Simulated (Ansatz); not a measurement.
**Where CCSD(T) holds and where it slips**

Each species is computed at the geometry given (Å), with frozen cores, in Ansatz 0.2.0: RHF-CCSD(T) for singlets, UHF-CCSD(T) otherwise, and full CI in the same basis. The program picks the determinant by trial CCSD, so it needn't be the lowest Hartree–Fock solution. States: HNB Σ⁺ or Δ, BCl⁺ Σ⁺ or Δ, H3S⁺ A'', AlH⁻ Π, BeMgH2 (H-bridged) A'. Cases whose determinant has another symmetry than full CI's state, or whose (Q) step broke down, weren't drawn.

Problem. Judging by size, spin and bonding and the diagnostics given, rank them by the size of CCSD(T)'s error in total energy against full CI in the same basis, smallest first (an estimate).
A. HNB, doublet, 6-31G: B 0.000 0.000 1.153; N 0.000 0.000 -0.080; H 0.000 0.000 -1.073. T1 0.034, (T) -153 meV in a correlation energy of -4.56 eV
B. AlH⁻, doublet, aug-cc-pVDZ: Al 0.000 0.000 0.000; H 0.000 0.000 2.049. T1 0.023, (T) -71 meV in a correlation energy of -2.44 eV
C. H3S⁺, triplet, 6-31G: S 0.000 -0.039 -0.051; H 0.000 1.318 -0.051; H 0.000 -0.035 3.238; H 0.000 -0.037 -1.571. T1 0.011, (T) -12 meV in a correlation energy of -1.83 eV
D. BCl⁺, doublet, 6-31G: B 0.000 0.000 0.000; Cl 0.000 0.000 1.596. T1 0.029, (T) -131 meV in a correlation energy of -2.51 eV
E. BeMgH₂ (H-bridged), triplet, 6-31G: Be 0.000 -0.069 1.932; Mg 0.000 -0.042 -0.639; H 0.000 1.044 1.050; H 0.000 0.576 -2.923. T1 0.049, (T) -31 meV in a correlation energy of -1.62 eV

Solution. C (4.3 meV), D (17.3 meV), E (22.4 meV), B (28.7 meV), A (39.4 meV).

```csv
species,basis,correlated electrons,CCSD(T) − full CI (meV),CCSDT(Q) − full CI (meV),unpaired electrons (full CI),T1,⟨S²⟩ of the determinant
"H3S⁺, triplet",6-31G,8,4.3,0.1,2.03,0.011,2.01
"BCl⁺, doublet",6-31G,9,17.3,-5.8,1.04,0.029,0.77
"BeMgH2 (H-bridged), triplet",6-31G,6,22.4,0.2,2.09,0.049,2.14
"AlH⁻, doublet",aug-cc-pVDZ,5,28.7,0.7,1.11,0.023,0.77
"HNB, doublet",6-31G,9,39.4,-4.5,1.08,0.034,0.87
```

Unpaired electrons are Σ n²(2−n)² over natural occupations; an open shell counts its own unpaired electrons too. Frozen cores follow each run's orbitals, which moves totals by a few meV.
